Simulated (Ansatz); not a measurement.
# PH₄ (quartet): from Hartree-Fock to the top rungs, cc-pVDZ

How much of the correlation energy of PH₄ (quartet) does each wave-function method recover here?

Method: cc-pVDZ, core rule «outside noble gas», up to 5 orbitals frozen; program: Ansatz 0.2.0, Gaussian basis.

Plan: UHF; CCSD(T) on ROHF; CCSD(T) on UHF; BCCD(T) on ROHF; CISD; CCSDT(Q) on ROHF; CCSDT(Q) on UHF; CASSCF and MRCISD+Q, 9 electrons in 8 orbitals; CASSCF and NEVPT2, 9 electrons in 8 orbitals.

15 further runs of the same task are left out: 4 that didn't finish, 11 set aside as unsound or not needed.

### 1 The system

The geometry is a PBE0/def2-TZVP stationary point (not a proven minimum) of the parent state, kept for this charge and spin.

5 atoms, charge 0, spin multiplicity 4.

Atoms are counted from 1 here; the program's logs count them from 0.

Bond lengths: P1–H2 1.519 Å, P1–H3 1.410 Å, P1–H4 1.410 Å, P1–H5 1.519 Å. Angles: H2–P1–H3 92.8°, H2–P1–H4 92.8°, H2–P1–H5 171.2°, H3–P1–H4 99.8°, H3–P1–H5 92.8°, H4–P1–H5 92.8°.

Geometry (Å):

```xyz
5
charge 0, multiplicity 4
P     0.0456    0.0000    0.0000
H     0.1616    0.0000   -1.5147
H    -0.8626    1.0782    0.0000
H    -0.8626   -1.0782    0.0000
H     0.1616    0.0000    1.5147
```

### 2 UHF

File in.yaml:

```yaml
crystal:
  periodic: [false, false, false]
  atoms:
    - {symbol: P, position_ang: [0.045627, 0.000000, 0.000000]}
    - {symbol: H, position_ang: [0.161577, 0.000000, -1.514668]}
    - {symbol: H, position_ang: [-0.862630, 1.078238, 0.000000]}
    - {symbol: H, position_ang: [-0.862630, -1.078238, 0.000000]}
    - {symbol: H, position_ang: [0.161577, 0.000000, 1.514668]}
basis:
  gaussian: {orbitals: cc-pVDZ}
magnetization: {spin_polarized: true, initial_magnetization: 3}
hamiltonian: {xc: hf}
output: {orbitals: {seedname: orbitals}}
```

On the command line:

```
ansatz run in.yaml --threads 1 --pin off --events-out ev --progress --plain --max-ram 2393MiB
```

After this run come: CCSD(T) on ROHF; CCSD(T) on UHF; BCCD(T) on ROHF; CISD; CCSDT(Q) on ROHF; CCSDT(Q) on UHF; CASSCF and MRCISD+Q, 9 electrons in 8 orbitals; CASSCF and NEVPT2, 9 electrons in 8 orbitals.

Q: Predict the results of all the runs planned. Wanted: UCCSDT(Q) below the RHF energy; RMP2 from UCCSDT(Q); UMP2 from UCCSDT(Q); RCCSD from UCCSDT(Q); RCCSD(T) from UCCSDT(Q); UCCSD(T) from UCCSDT(Q); RCCSDT(Q) from UCCSDT(Q); NEVPT2 valence from UCCSDT(Q); MRCISD+Q valence from UCCSDT(Q).

**Answer**, as computed:

| quantity | value |
| --- | --- |
| UCCSDT(Q) below the RHF energy | -5.1050 eV |
| RMP2 from UCCSDT(Q) | +24.79 kcal/mol |
| UMP2 from UCCSDT(Q) | +26.52 kcal/mol |
| RCCSD from UCCSDT(Q) | +4.66 kcal/mol |
| RCCSD(T) from UCCSDT(Q) | +1.27 kcal/mol |
| UCCSD(T) from UCCSDT(Q) | +1.38 kcal/mol |
| RCCSDT(Q) from UCCSDT(Q) | 0.00 kcal/mol |
| NEVPT2 valence from UCCSDT(Q) | +20.27 kcal/mol |
| MRCISD+Q valence from UCCSDT(Q) | +0.47 kcal/mol |
| levels within 1 kcal/mol (43 meV) | RCCSDT, UCCSDT, RCCSDT(Q), MRCISD+Q valence |
| T1 diagnostic | 0.024 |
| effectively unpaired electrons | 3.02 |

In words: RCCSD(T) lands +1.27 kcal/mol from the yardstick (1.1 % of the correlation energy). One determinant dominates. Of the multireference levels listed MRCISD+Q valence comes nearest in total energy (+0.47 kcal/mol), which doesn't show that its space is the better one. Coupled cluster took another determinant than the lowest Hartree-Fock one. These misses are within one basis, not against nature; the frozen cores of restricted and unrestricted runs differ, which can shift their rows.
